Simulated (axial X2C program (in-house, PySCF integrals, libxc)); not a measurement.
## C₂⁺: bond constants with and without spin–orbit coupling

Computed with an in-house all-electron X2C program for linear molecules (integrals from PySCF). Spin-free means the one-electron spin-free X2C Hamiltonian; two-component (2c) means X2C with spin–orbit coupling and atomic mean-field two-electron Coulomb and Gaunt terms, so the difference of the two also holds small scalar two-electron terms. Basis: C dyall-v3z [7s6p2d1f] (cores contracted in-house); Gaussian nuclei, density fitting, unrestricted open shells. Masses: C 12.000 u.

Input file and command:
```json
{
 "zs": [
  6,
  6
 ],
 "q": 1,
 "bas": [
  "dyall-v3z",
  "dyall-v3z"
 ],
 "levels": [
  "PBE0",
  "HF",
  "PBE50"
 ],
 "cc": true,
 "r0": 1.34,
 "thr": -2.0,
 "nmax": 90,
 "npts": 10,
 "nst": 2,
 "ntry": 6
}
```
```bash
python so2c.py task.json out
```

Keys: zs atomic numbers; q charge; bas basis sets; levels methods; cc coupled cluster on or off; r0 starting distance in Å; thr threshold in hartree for freezing inner shells (an s shell follows its p shell); nmax most natural virtual spinors; npts points on the curve; nst determinants followed; ntry starts of the search. HF also brings MP2.

State, spin-free: M_S = 3/2, Λ = 0 (beyond evenly filled blocks: σα, π+α, π-α); electrons by block: σα: 5, σβ: 4, π+α: 1, π-α: 1. Fragments: C+ + C.

State, 2c: Ω = 3/2 (⟨Sz⟩ = 1.50, ⟨Lz⟩ = 0.00 at PBE0); electrons by block: 1/2: 5, -1/2: 5, 3/2: 1. Fragments: C+ + C.

```
Hamiltonian  level  Re (Å)  ωe (cm⁻¹)  Be (cm⁻¹)  De (eV)  D0 (eV)
         2c   PBE0   1.402     1358.0       1.43     6.00     5.92
         2c  PBE50   1.388     1419.2      1.459     5.48     5.39
```

Spin-free values that have a 2c row agree with it to the digits that matter (0.001 Å, 0.01 eV) and are not repeated.

The state is one determinant whose occupation by symmetry is held fixed; it was picked as the lowest of a PBE0 search that is not exhaustive. Dissociation energies refer to the lowest single-determinant-based atoms at the same level and basis. Density functionals use the spin component along the axis (collinear). The 2c atoms are single determinants rather than J levels; their spin–orbit lowering is only partly caught, and De is too large by that part. This holds for PBE0, PBE50. PBE0 can misorder states that lie within some tenths of an eV, so this need not be the ground state of the molecule. The nearest other 2c determinant of the search, Ω = 1/2, lies 0.50 eV up at the distance of the search. Without a current term, density functionals place determinants with orbital angular momentum somewhat too high. With several unpaired electrons one determinant need not be a pure state. This is the top spin component of a Σ state; components of lower Ω are not single determinants and can lie lower.

No reliable constants came from CCSD (2c), CCSD (spin-free), CCSD(T) (2c), CCSD(T) (spin-free), HF (2c), HF (spin-free), MP2 (2c), MP2 (spin-free): no minimum in range, unconverged points, a curve that is not smooth, a change of character along it, or the two Hamiltonians disagreeing along it.

Rough cost a point (2c) on 1 thread(s) of a shared host, integrals apart: PBE0 0.22 s, PBE50 0.23 s.

The whole task took 62 s on 1 thread of Arm Neoverse V1, with other jobs on the host.
